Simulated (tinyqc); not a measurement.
Worked calculation: MP2 on RHF in the sto-3g basis, for LiH, spin multiplicity 1. One step of it, computed by the program tinyqc.

Problem. Second-order Moller-Plesset energy. E2 = sum_ijab (ia|jb) [2 (ia|jb) - (ib|ja)] / (e_i + e_j - e_a - e_b) over occupied i, j and virtual a, b; the opposite-spin part is (ia|jb)^2 / denominator, the rest is same-spin, and SCS-MP2 scales them by 6/5 and 1/3.

orbital energies (hartree): MO1 -2.349693, MO2 -0.282009, MO3 0.077861, MO4 0.163940, MO5 0.163940, MO6 0.536968

Two-electron integrals over orbitals (pq|rs), unique and non-zero (hartree):
```
(11|11) 1.658670    (21|11) -0.110037   (21|21) 0.012914    (22|11) 0.362166
(22|21) 0.005858    (22|22) 0.484682    (31|11) -0.138887   (31|21) 0.011111
(31|22) -0.015442   (31|31) 0.021710    (32|11) 0.014266    (32|21) -0.003250
(32|22) -0.049232   (32|31) 0.000154    (32|32) 0.013458    (33|11) 0.395468
(33|21) -0.010817   (33|22) 0.222549    (33|31) 0.001760    (33|32) 0.007986
(33|33) 0.337461    (41|41) 0.009817    (42|41) 0.007459    (42|42) 0.023217
(43|41) 0.010264    (43|42) 0.019313    (43|43) 0.041271    (44|11) 0.396323
(44|21) -0.004274   (44|22) 0.268304    (44|31) -0.004986   (44|32) 0.006192
(44|33) 0.281893    (44|44) 0.312946    (51|51) 0.009817    (52|51) 0.007459
(52|52) 0.023217    (53|51) 0.010264    (53|52) 0.019313    (53|53) 0.041271
(54|54) 0.016869    (55|11) 0.396323    (55|21) -0.004274   (55|22) 0.268304
(55|31) -0.004986   (55|32) 0.006192    (55|33) 0.281893    (55|44) 0.279207
(55|55) 0.312946    (61|11) 0.055907    (61|21) -0.009093   (61|22) -0.007059
(61|31) -0.002692   (61|32) 0.001828    (61|33) 0.010692    (61|44) 0.000721
(61|55) 0.000721    (61|61) 0.008961    (62|11) -0.045735   (62|21) 0.004339
(62|22) 0.124893    (62|31) 0.000980    (62|32) -0.035070   (62|33) -0.013367
(62|44) -0.018188   (62|55) -0.018188   (62|61) 0.000074    (62|62) 0.124354
(63|11) 0.017839    (63|21) -0.003479   (63|22) -0.051583   (63|31) 0.004356
(63|32) 0.009808    (63|33) 0.035967    (63|44) 0.002576    (63|55) 0.002576
(63|61) 0.004328    (63|62) -0.032272   (63|63) 0.026552    (64|41) -0.006138
(64|42) -0.019563   (64|43) -0.013647   (64|64) 0.019778    (65|51) -0.006138
(65|52) -0.019563   (65|53) -0.013647   (65|65) 0.019778    (66|11) 0.361585
(66|21) 0.002950    (66|22) 0.452273    (66|31) -0.011328   (66|32) -0.043803
(66|33) 0.241184    (66|44) 0.267604    (66|55) 0.267604    (66|61) -0.003355
(66|62) 0.131724    (66|63) -0.044261   (66|66) 0.452353
```

Hartree-Fock energy = -7.86040197 hartree

Give: Terms; Pair energies; MP2 correlation energy; SCS-MP2 correlation energy; MP2 total energy.

Solution.

Terms:
```
i  j  a  b   (ia|jb)   (ib|ja)  denominator       term
2  2  6  6    0.1244    0.1244      -1.6380    -0.0094
2  2  6  3   -0.0351   -0.0351      -1.1788    -0.0010
2  2  3  6   -0.0351   -0.0351      -1.1788    -0.0010
2  2  4  4    0.0232    0.0232      -0.8919    -0.0006
2  2  5  5    0.0232    0.0232      -0.8919    -0.0006
2  2  3  3    0.0135    0.0135      -0.7197  -2.52e-04
1  1  3  3    0.0217    0.0217      -4.8551  -9.71e-05
1  1  5  5    0.0098    0.0098      -5.0273  -1.92e-05
1  1  4  4    0.0098    0.0098      -5.0273  -1.92e-05
2  1  5  5    0.0075    0.0075      -2.9596  -1.88e-05
1  2  5  5    0.0075    0.0075      -2.9596  -1.88e-05
2  1  4  4    0.0075    0.0075      -2.9596  -1.88e-05
1  2  4  4    0.0075    0.0075      -2.9596  -1.88e-05
1  1  6  6    0.0090    0.0090      -5.7733  -1.39e-05
1  2  6  3    0.0018    0.0010      -3.2465  -1.51e-06
2  1  3  6    0.0018    0.0010      -3.2465  -1.51e-06
1  1  6  3   -0.0027   -0.0027      -5.3142  -1.36e-06
1  1  3  6   -0.0027   -0.0027      -5.3142  -1.36e-06
2  1  6  3    0.0010    0.0018      -3.2465  -3.98e-08
1  2  3  6    0.0010    0.0018      -3.2465  -3.98e-08
1  2  3  3  1.54e-04  1.54e-04      -2.7874  -8.46e-09
2  1  3  3  1.54e-04  1.54e-04      -2.7874  -8.46e-09
1  2  6  6  7.38e-05  7.38e-05      -3.7056  -1.47e-09
2  1  6  6  7.38e-05  7.38e-05      -3.7056  -1.47e-09
```

Pair energies (hartree; pair i-j sums ij and ji):
```
pair  opposite spin  same spin
1-1       -1.52e-04          0
2-1       -7.79e-05  -4.43e-07
2-2         -0.0130          0
```

MP2 correlation energy = -0.013218 hartree

SCS-MP2 correlation energy = -0.015862 hartree

MP2 total energy = -7.873620 hartree
